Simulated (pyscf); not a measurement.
Single points on ωB97X-D3(BJ)/def2-SVP structures (PySCF, gas phase).

### Question
Estimate by transition-state theory the rate constant of H₃C–InH₂ + HCl → H₃C–InH–Cl + H₂ (singlet surface; H–In, Cl–H broken, Cl–In, H–H formed) at 900 K, with ωB97M-D3(BJ)/def2-TZVP energies (ideal gas, 1 atm, RRHO with modes under 100 cm⁻¹ raised to 100, one conformer, R ln 2 for chiral ones without a mode under 150 cm⁻¹; no tunnelling).

### Answer
The electronic barrier is 2.1 kcal/mol and the thermal terms add +31.3, so ΔG‡ = 33.4 kcal/mol. With k_BT/h = 1.88e+13 s⁻¹ and RT = 1.788 kcal/mol, and a volume of 1.23e-19 cm³ per molecule at 1 atm, k = 1.7e-14 cm³ molecule⁻¹ s⁻¹. Wigner's tunnelling factor for 962i cm⁻¹ would be 1.10. A shift of 1 kcal/mol in the barrier changes k by a factor 1.7. On the reactant side the descent ends in an adduct with a Cl–In contact, 7.2 kcal/mol under the separated species and 5.8 kcal/mol under the saddle at ωB97X-D3(BJ)/def2-TZVP. What is counted as formed (Cl–In) is already present as a longer contact in the reactant adduct; forming that adduct is a step of its own. At ωB97X-D3(BJ)/def2-TZVP the barrier from the zero used here is -1.4 kcal/mol. This is the saddle that the search found; another between the same sides may lie lower. Elements past Kr carry the def2 core potentials, without spin-orbit coupling.
